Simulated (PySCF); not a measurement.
Predicted microwave data (PBE0-D3(BJ)/def2-SVP geometry optimisation, gas phase in PySCF) for one isomer of C3H6FN:

| Quantity | Value |
| --- | --- |
| Rotational constants | A = 9736, B = 4738, C = 3860 MHz |
| Dipole components | \|μa\| = 1.59 D, \|μb\| = 0.00 D, \|μc\| = 2.10 D |
| Inertial defect | -27.65 u·Å² |
| κ | -0.70 |

Question: Which candidate fits, each taken in the one conformer that was computed?
A. `[CH3:1]/[N:2]=[CH:3]/[CH2:4][F:5]` with N2–C3–C4–F5 -143°
B. `[H]/[N:1]=[CH:2]\[CH2:3][CH2:4][F:5]` with N1–C2–C3–C4 -125°, C2–C3–C4–F5 -175°
C. `[F:1][CH:2]1[CH2:3][NH:4][CH2:5]1` with F1–C2–C3–N4 102°, C2–C3–N4–C5 12°, C3–N4–C5–C2 -12°, F1–C2–C5–N4 -102°

Answer: C. It is FC1CNC1, an asymmetric top, point group Cs. The candidates at the same level (rigid rotor, commonest isotopes):

```tsv
SMILES	A (MHz)	B (MHz)	C (MHz)	μa (D)	μb (D)	μc (D)	Δ (u·Å²)	point group	rotor
C/N=C/CF	23892	2184	2092	1.25	0.12	0.98	-10.94	C1	near-prolate asymmetric top
[H]/N=C\CCF	22575	2131	2086	0.63	0.13	0.08	-17.32	C1	near-prolate asymmetric top
FC1CNC1	9736	4738	3860	1.59	0.00	2.10	-27.65	Cs	asymmetric top
```

`[H]/N=C\CCF` has A 132 % too high; `C/N=C/CF` has A 145 % too high. In the right answer the mirror of this Cs structure is the ac plane, so μb vanishes by symmetry. No structure here is proved a minimum.
